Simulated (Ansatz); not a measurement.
# SiN2H5 radical: a ladder of functionals and wavefunction methods

An exercise on one series of results from a longer session: the logs are not shown, and one member is left open.

The runs use Ansatz 0.2.0, Gaussian basis; functionals in def2-TZVPP, the program's frozen cores in correlated methods.

Plan: LDA (SPW92), PBE-D4, revPBE-D4, BLYP-D4, r2SCAN-D4, B97M-V, PBE0-D4, B3LYP-D4, r2SCANh-D4, r2SCAN0-D4, HSE06-D4, BHLYP-D4, CAM-B3LYP-D4, LC-ωPBE, ωB97X-V, ωB97M-V, B2PLYP, PBE-QIDH; CCSD(T)/def2-SVP; CCSD(T)/def2-TZVPP; MP2/def2-QZVPP; extrapolation to the limit; RPA on PBE.

**The relaxed structure**

An earlier PBE0-D4 in a triple-zeta def2 set relaxation fixed the geometry.

8 atoms, charge 0, spin multiplicity 2.

Atoms are counted from 1 here; the program's logs count them from 0.

Bond lengths: N1–Si2 1.713 Å, N1–H4 1.008 Å, N1–H5 1.005 Å, Si2–N3 1.720 Å, Si2–H6 1.504 Å, N3–H7 1.008 Å, N3–H8 1.008 Å. Angles: Si2–N1–H4 122.2°, Si2–N1–H5 121.8°, H4–N1–H5 112.8°, N1–Si2–N3 106.1°, N1–Si2–H6 117.2°, N3–Si2–H6 103.6°, Si2–N3–H7 120.2°, Si2–N3–H8 119.6°, H7–N3–H8 111.5°.

The first run:

The input, in.yaml:

```yaml
crystal:
  periodic: [false, false, false]
  atoms:
    - {symbol: N, position_ang: [-1.026977, 0.622077, -0.768270]}
    - {symbol: Si, position_ang: [0.527749, 0.579855, -0.050725]}
    - {symbol: N, position_ang: [0.789542, -1.052576, 0.425120]}
    - {symbol: H, position_ang: [-1.817867, 0.144458, -0.364574]}
    - {symbol: H, position_ang: [-1.296551, 1.349408, -1.406785]}
    - {symbol: H, position_ang: [0.716352, 1.354053, 1.225149]}
    - {symbol: H, position_ang: [0.730841, -1.793954, -0.255161]}
    - {symbol: H, position_ang: [1.468910, -1.260521, 1.139546]}
basis:
  gaussian: {orbitals: def2-TZVPP}
magnetization: {spin_polarized: true, initial_magnetization: 1}
hamiltonian: {xc: lda}
output: {orbitals: {seedname: orbitals}}
```

Among the steps run: LDA; PBE-D4 (GGA); revPBE-D4 (GGA); BLYP-D4 (GGA); r2SCAN-D4 (meta-GGA); B97M-V (meta-GGA); PBE0-D4 (hybrid); B3LYP-D4 (hybrid); r2SCANh-D4 (hybrid); r2SCAN0-D4 (hybrid); HSE06-D4 (hybrid); BHLYP-D4 (hybrid); CAM-B3LYP-D4 (range-separated); LC-ωPBE-D4 (range-separated; the results give it without D4); ωB97X-V (range-separated); ωB97M-V (range-separated); B2PLYP (double hybrid); PBE-QIDH (double hybrid).

One of the session's tables, all rows but one given; the rest of the session is left out.

It belongs to the step «Orbital energies across the functionals». 

| functional | HOMO (eV) | gap (eV) |
| --- | --- | --- |
| LDA (SPW92) | -3.79 | 1.16 |
| PBE-D4 | -3.84 | 1.62 |
| revPBE-D4 | -3.83 | 1.74 |
| BLYP-D4 | -3.67 | 1.38 |
| r2SCAN-D4 | -4.18 | 2.44 |
| B97M-V | -3.90 | 1.50 |
| PBE0-D4 | -5.01 | 3.71 |
| B3LYP-D4 | -4.75 | 3.02 |
| r2SCANh-D4 | ? | ? |
| r2SCAN0-D4 | -5.26 | 4.25 |
| HSE06-D4 | -4.61 | 2.93 |
| BHLYP-D4 | -6.03 | 5.47 |
| CAM-B3LYP-D4 | -6.25 | 5.79 |
| LC-ωPBE | -7.66 | 8.65 |
| ωB97X-V | -7.17 | 7.58 |
| ωB97M-V | -6.79 | 7.03 |

Estimate the missing values for r2SCANh-D4.

Worked estimate for «HOMO (eV)». Against the share of exact exchange, r2SCAN-D4 (0, -4.18), r2SCAN0-D4 (0.25, -5.26) give a slope of -4.32 per unit share; at 0.1 the line stands at -4.61.

**Answer.** HOMO (eV): -4.61; gap (eV): 3.17. In «HOMO (eV)» the line misses by 0.00.
